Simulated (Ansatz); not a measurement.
Cost against result

The pair of HCl (SMILES Cl, atoms 1–2) and Cl2 (SMILES ClCl, atoms 3–4), both closed shells, in one local arrangement (a lower one may exist), relaxed at PBE0-D4/def2-TZVP:

Cl1  (0.161, 0.491, -2.198)
H2  (-0.001, -0.133, -1.089)
Cl3  (-0.262, -1.071, 1.251)
Cl4  (0.102, 0.713, 2.035)
(Å)

Interaction energies are counterpoise-corrected; the time is that of the whole pair.

Program: Ansatz 0.2.0. Basis: as named in each row. Cores are frozen in the correlated methods. B3LYP uses VWN-RPA correlation. Extrapolation: Hartree–Fock as exp(−7.88 √X), correlation as X^−2.97.

Times are rough, for one single point on 2 threads of a shared host (Arm Neoverse V1).

The estimate by CCSD(T) at an estimated basis limit (MP2 extrapolated from triple and quadruple zeta, plus CCSD(T) − MP2 in triple zeta) is -1.39 kcal/mol.

| method | basis | time (s) | interaction energy (kcal/mol) | method less estimate |
| --- | --- | --- | --- | --- |
| HF | STO-3G | under 1 | 0.82 | 2.20 |
| PBE-D4 | STO-3G | under 1 | -1.53 | -0.14 |
| SPW92 | def2-SVP | under 1 | -2.78 | -1.39 |
| PBE-D4 | def2-SVP | under 1 | -1.96 | -0.57 |
| B3LYP-D4 | 6-31G | under 1 | -1.13 | 0.26 |
| CCSD(T) | def2-SVP | under 1 | -0.27 | 1.12 |
| PBE0-D4 | def2-SVP | under 1 | -1.73 | -0.34 |
| PBE-D4 | def2-TZVPPD | 2 | -1.86 | -0.47 |
| revPBE-D4 | def2-TZVPPD | 2 | -1.51 | -0.12 |
| BLYP-D4 | def2-TZVPPD | 2 | -1.55 | -0.16 |
| PBE0-D4 | def2-TZVPPD | 3 | -1.57 | -0.18 |
| B3LYP-D4 | def2-TZVPPD | 3 | -1.52 | -0.13 |
| HSE06-D4 | def2-TZVPPD | 3 | -1.58 | -0.19 |
| wB97M-V | def2-SVP | 3 | -1.44 | -0.05 |
| r2SCAN-D4 | def2-TZVPPD | 4 | -1.46 | -0.07 |
| B2PLYP | def2-TZVPPD | 4 | -0.70 | 0.69 |
| wB97X-V | def2-TZVPPD | 7 | -1.26 | 0.13 |
| B97M-V | def2-TZVPPD | 8 | -1.48 | -0.09 |
| MP2 | def2-QZVPPD | 8 | -1.57 | -0.19 |
| wB97M-V | def2-TZVPPD | 8 | -1.25 | 0.14 |
| CCSD(T) | def2-TZVPPD | 30 | -0.97 | 0.42 |

The T1 diagnostic stays at or below 0.009.
